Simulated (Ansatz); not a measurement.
The first iterations of a band of H$_{4}$Si (5 atoms, charge 0, multiplicity 1).

All numbers below come from Ansatz 0.2.0, RKS LDA/def2-TZVP.

```yaml
movable_images: 5
climbing_image: yes
spring: 5.0 eV/Å²
optimiser: quadratic models (default)
start_path: through a guess of the saddle point
force_threshold: 0.03 eV/Å
iteration_limit: 60
end_points: relaxed
```

Image 0:

```xyz
5
Properties=species:S:1:pos:R:3
Si 0.241 0.000 0.171
H 0.241 0.000 1.664
H 1.649 0.000 -0.327
H -0.463 1.219 -0.327
H -0.463 -1.219 -0.327
```

Image 6:

```xyz
5
Properties=species:S:1:pos:R:3
Si 0.257 0.000 -0.669
H 0.625 0.000 1.025
H 1.386 0.000 0.531
H -0.531 1.127 -0.017
H -0.531 -1.127 -0.017
```

| iteration | highest image above the first end (eV) | largest band force component (eV/Å) |
| --- | --- | --- |
| 1 | 3.110 | 3.461 |
| 2 | 2.203 | 2.169 |

Q: Does the band converge within its limit, and where does its top end?

A: The forces met the threshold. It ended after 7 iterations with the highest image 2.012 eV above the first end. A vibrational analysis at the climbing image gives one clearly imaginary mode, 869i cm⁻¹: a first-order saddle point.

The run took 9.7 s on 1 thread of Intel(R) Xeon(R) 6975P-C (Granite Rapids), with other jobs on the host, peak memory 0.1 GiB.
